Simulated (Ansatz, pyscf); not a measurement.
H₃C–CH₂–NH₂ (SMILES CCN) -> CH₄ (SMILES C) + H₂C=NH (SMILES C=N), an elimination on the singlet surface: C–C, H–N broken, C–H formed. Single points on ωB97X-D3(BJ)/def2-SVP structures (PySCF, gas phase). Wave-function energies: Ansatz (an electronic-structure program), frozen core, RHF or UHF references. In kcal/mol, from the reactant's lowest minimum found.

| level | barrier | reaction energy |
|---|---|---|
| r²SCAN/def2-TZVP | 88.47 | +19.92 |
| PBE0-D3(BJ)/def2-TZVP | 94.39 | +23.07 |
| CCSD(T)/cc-pV(D+d)Z | 92.60 | +16.46 |
| CCSDT(Q)/cc-pV(D+d)Z | 91.41 | +16.25 |
| CCSD(T)/cc-pV(T+d)Z | 91.42 | +18.05 |
| CCSD(T)/cc-pV(Q+d)Z | 91.46 | +18.78 |

In cc-pV(D+d)Z, going from CCSD(T) to CCSDT(Q) shifts the barrier by -1.19 and the reaction energy by -0.20 kcal/mol. With HF in the quadruple-zeta basis and the correlation energy extrapolated as X⁻³ from X = 3, 4, CCSD(T) gives 91.93 and +19.38; adding the double-zeta shift gives ΔE‡ = 90.74 and ΔE = +19.17 kcal/mol, without core correlation, relativity or geometry relaxation at these levels. The same reactants have a lower exit, to H₂C=CH₂ + NH₃ (barrier +71.42 kcal/mol at ωB97M-D3(BJ), against +97.53 kcal/mol here). One saddle was located; it need not be the lowest between these sides. A restricted solution here is unstable towards spin polarisation, so biradical character is likely and single-reference numbers are less safe. The CCSD(T) − MP2 part came from Ansatz, without density fitting, on the same reference.
